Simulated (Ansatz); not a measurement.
Working through a relaxed scan of one distance of CH3F, SMILES CF

With Ansatz 0.2.0, Python API.

Run as a notebook:

In [1]:
```python
import ansatz as az
from ase import Atoms
import numpy as np
```

In [2]:
```python
atoms = Atoms(["C", "F", "H", "H", "H"], positions=[
    [-0.05797, 0.03761, 0.00892],
    [1.0765, -0.69902, -0.16591],
    [-0.91292, -0.63597, -0.0597],
    [-0.09547, 0.79304, -0.77669],
    [-0.01015, 0.50433, 0.99338],
])
geometry = az.Crystal.molecule_from_ase(atoms)
```

In [3]:
```python
setup = (
    geometry.calculation()
    .basis(gaussian="def2-SVP")
    .functional("pbe", dispersion="d4")
)
symbols = [site.symbol for site in geometry.cartesian_sites]
pairs = [(0, 1), (0, 2), (0, 3), (0, 4)]
print("held (A)   E (eV)        ", "  ".join(f"{symbols[i]}{i}-{symbols[j]}{j}" for i, j in pairs))
for length in [1.0, 1.09, 1.18, 1.31, 1.47]:
    report = setup.relax(constraints=[az.DistanceConstraint((0, 2), at=length)], force_tolerance=0.02, max_steps=60).run().report
    xyz = np.array(report["positions_ang"])
    print(f"{length:6.2f} {report['free_energy_ev']:14.5f}  ", "  ".join(f"{np.linalg.norm(xyz[i] - xyz[j]):.3f}" for i, j in pairs))
```
```text
held (A)   E (eV)         C0-F1  C0-H2  C0-H3  C0-H4
DeckWarning: relax.constraints: the input's atoms, or those drawn, lie off the distances that are held; a relaxation that starts there is brought onto them ahead of its first SCF, by positions alone, an atom by 4.53e-2 Å at the most. With the symmetry detection on, the symmetry is detected on the input's atoms as so brought (as typed, where only the drawn atoms reach the distances), and notices that speak of the structure as typed mean those atoms
  1.00    -3795.04161   1.382  1.000  1.113  1.113
  1.09    -3795.27863   1.378  1.090  1.113  1.113
  1.18    -3795.22657   1.372  1.180  1.112  1.112
  1.31    -3794.87863   1.365  1.310  1.111  1.111
  1.47    -3794.26990   1.355  1.470  1.109  1.109
```

Reading the output:
- Total energies depend on the basis set; only differences at equal settings carry meaning.
- Warnings are shown shortened and without file and line.
- The energies are electronic: no zero-point or thermal terms, and the basis set is short of its limit.
- Wall time of the script: 16 s on 1 thread of Arm Neoverse V1, with other jobs on the host, peak memory 0.18 GiB.
